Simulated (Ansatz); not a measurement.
The input, for Ansatz 0.2.0:

```yaml
crystal:
  periodic: [false, false, false]
  atoms:
    - {symbol: Al, position_ang: [0.000000, 0.000000, 0.420700]}
    - {symbol: Ga, position_ang: [0.000000, 0.000000, -2.423300]}
    - {symbol: H, position_ang: [0.000000, 0.000000, 2.002600]}
basis:
  gaussian: {orbitals: 6-31G}
magnetization: {spin_polarized: false, initial_magnetization: 3}
correlation: {method: fic_mrcisd_q, electrons: outside_noble_gas, active_space: {window: {electrons: 7, orbitals: 9}, shells: [{species: Al, l: s, shell: 3}, {species: Al, l: p, shell: 3}, {species: Ga, l: s, shell: 4}, {species: Ga, l: p, shell: 4}, {species: H, l: s, shell: 1}]}}
```

```sh
$ ansatz run in.yaml --threads 1 --pin off --events-out ev --progress --plain --max-ram 2393MiB
```

Output:

```
715 factors; integrals over basis functions are off by at most 1.0e-7 eV
mean field evaluation 1: about -58920.0999 eV, gradient 5.0e0 eV
mean field evaluation 2: about -58920.1279 eV, gradient 5.0e0 eV
mean field evaluation 4: about -58920.6840 eV, gradient 1.3e0 eV
mean field evaluation 8: about -58920.7144 eV, gradient 1.8e-1 eV
mean field evaluation 16: about -58920.7164 eV, gradient 1.6e-2 eV
mean field evaluation 32: about -58920.6939 eV, gradient 5.9e-1 eV
mean field evaluation 64: about -58919.9373 eV, gradient 6.9e-1 eV
mean field evaluation 96: about -58919.8336 eV, gradient 1.4e-2 eV
mean field -58920.73565183 eV, -2165.2970972958 hartree, gradient 3.2e-6 eV, S^2 3.750000; 10 other end points of the search recorded, 0 dependent functions left out
reference -58920.73565183 eV, -2165.2970972958 hartree; 24, 21 occupied and 20, 23 virtual orbitals, 715 factors
state -58922.58066298 eV, -2165.3649002050 hartree
contracted CI cycle   1: correlation 0.00000000 eV, 0.0000000000 hartree, residual 4.15e0 eV
contracted CI cycle   2: correlation -0.47984285 eV, -0.0176338997 hartree, residual 9.65e-1 eV
contracted CI cycle   3: correlation -0.50402620 eV, -0.0185226211 hartree, residual 2.09e-1 eV
contracted CI cycle   4: correlation -0.50515022 eV, -0.0185639281 hartree, residual 6.09e-2 eV
contracted CI cycle   5: correlation -0.50522381 eV, -0.0185666326 hartree, residual 1.61e-2 eV
contracted CI cycle   6: correlation -0.50522919 eV, -0.0185668302 hartree, residual 4.01e-3 eV
contracted CI cycle   7: correlation -0.50522957 eV, -0.0185668443 hartree, residual 1.03e-3 eV
state -58922.58066298 eV, -2165.3649002050 hartree; corrected -58923.09667773 eV, -2165.3838633973 hartree
Total energy: -58923.09667773 eV, -2165.3838633973 hartree
Checks for a lower state left out: starts, orbital_swaps
```

For the same geometry and basis full CI lies 3.5 meV lower.

Ran on 1 thread of Arm Neoverse V2, shared host: 6 s wall, 0.33 GiB peak host memory.
